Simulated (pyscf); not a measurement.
**1,1-elimination: H₂N–SiH₂–NH₂ (SMILES N[SiH2]N) → NH₃ (SMILES N) + H₂N–SiH: (SMILES N[SiH]) [singlet]**

Gas phase, singlet surface, charge 0. Bonds broken: N1–Si2, Si2–H6. Bonds formed: N1–H6. Structures and frequencies: ωB97X-D3(BJ)/def2-SVP in PySCF. MP2 and CC: frozen core, UHF for open shells. ΔMP2 is the change of the MP2 total energy from the triple- to the quadruple-zeta basis.

Transition state (Å):

```xyz
9

N     -1.5434     0.0133     0.6194
Si    -0.0573     0.5474    -0.4716
N      0.0137    -0.1872    -2.0337
H     -2.4681     0.1439     0.2111
H     -1.5620    -0.7126     1.3410
H     -1.0644     1.2993     0.5566
H      0.9972    -0.1541     0.3321
H      0.4103    -1.1020    -2.2183
H     -0.4183     0.2259    -2.8507
```

One imaginary mode, 1608i cm⁻¹; descent along it reached the two sides named, in the forms told below.

```csv
bond,change,reactant side (Å),saddle,product side
N1–Si2,breaks,1.726,1.919,2.133
Si2–H6,breaks,1.499,1.624,2.7
N1–H6,forms,2.8,1.374,1.021
```

Electronic energies relative to the reactant's lowest minimum found (kcal/mol):

```
level                             barrier  reaction energy  reverse barrier
--------------------------------  -------  ---------------  ---------------
ωB97X-D3(BJ)/def2-TZVP               77.5            +55.0             22.5
PBE/def2-TZVP                        64.2            +47.4             16.9
r²SCAN/def2-TZVP                     70.9            +54.4             16.5
B3LYP-D3(BJ)/def2-TZVP               73.0            +50.2             22.7
PBE0-D3(BJ)/def2-TZVP                71.5            +52.7             18.8
M06-2X/def2-TZVP                     75.7            +52.8             22.9
ωB97M-D3(BJ)/def2-TZVP               75.0            +50.2             24.8
HF/def2-TZVP                         93.5            +52.8             40.8
MP2/def2-QZVPP                       76.7            +55.3             21.4
CCSD/def2-TZVPP                      79.1            +50.2             28.9
CCSD(T)/def2-TZVPP                   75.9            +49.9             25.9
CCSD(T)/def2-TZVPP + ΔMP2(QZVPP)     76.0            +51.0             25.0
```

With CCSD(T)/def2-TZVPP + ΔMP2(QZVPP) energies and thermal terms (ideal gas, 1 atm, RRHO with modes under 100 cm⁻¹ raised to 100, one conformer, R ln 2 for chiral ones without a mode under 150 cm⁻¹), in kcal/mol:

| T (K) | ΔH‡ | ΔG‡ | ΔH | ΔG |
|---|---|---|---|---|
| 298 | 74.0 | 73.7 | +51.2 | +41.1 |
| 600 | 73.7 | 73.5 | +50.3 | +31.2 |
| 900 | 73.3 | 73.4 | +49.0 | +21.9 |
| 1200 | 72.8 | 73.6 | +47.7 | +13.0 |

On the product side the descent ends in an adduct with a N–Si contact, 15.0 kcal/mol under the separated species and 37.5 kcal/mol under the saddle at ωB97X-D3(BJ)/def2-TZVP. What is counted as broken (N–Si) persists as a longer contact in the product adduct; parting that adduct is a step of its own. The same reactants have a lower exit, to NH₃ + HN=SiH₂ (highest point, the separated products, at +68.3 kcal/mol at ωB97M-D3(BJ), against +75.0 kcal/mol here). This is the saddle that the search found; another between the same sides may lie lower. The CCSD(T) − MP2 part came from Ansatz, without density fitting, on the same reference.
